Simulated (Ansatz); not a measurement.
## Dissociation curves of CH2S (SMILES C=S)

CH2S: 4 atoms, total charge 0, spin state singlet. As SMILES, `C=S`. The coordinates come from a PBE0-D4/def2-TZVP relaxation.

```xyz
4

C    -0.0961   -0.0335   -0.0402
S     1.3084    0.4565    0.5471
H    -0.9721   -0.1773    0.5931
H    -0.2402   -0.2457   -1.1000
```

The C1–H4 distance is scanned; the parts on either side stay rigid. Basis STO-3G, 6 core orbitals frozen in the correlated methods; program Ansatz 0.2.0. FCI is exact within this basis and core. Energies in eV from each method's value at 1.090 Å; methods without a U are spin-restricted. The shape above is that at 1.090 Å.

```csv
distance (Å),BLYP,revPBE,r2SCAN,BCCD(T),FCI
1.090,0.00,0.00,0.00,0.00,0.00
1.363,0.68,0.69,0.80,0.75,0.74
1.636,2.01,2.06,2.28,2.18,2.17
2.181,4.25,4.35,4.76,4.09,4.09
2.726,5.58,5.67,6.19,4.47,4.63
```

Departure from the FCI curve at its largest: BLYP +0.95 eV at 2.73 Å; revPBE +1.04 eV at 2.73 Å; r2SCAN +1.56 eV at 2.73 Å; BCCD(T) -0.16 eV at 2.73 Å. Restricted functionals keep the electrons paired too, and rise too high.
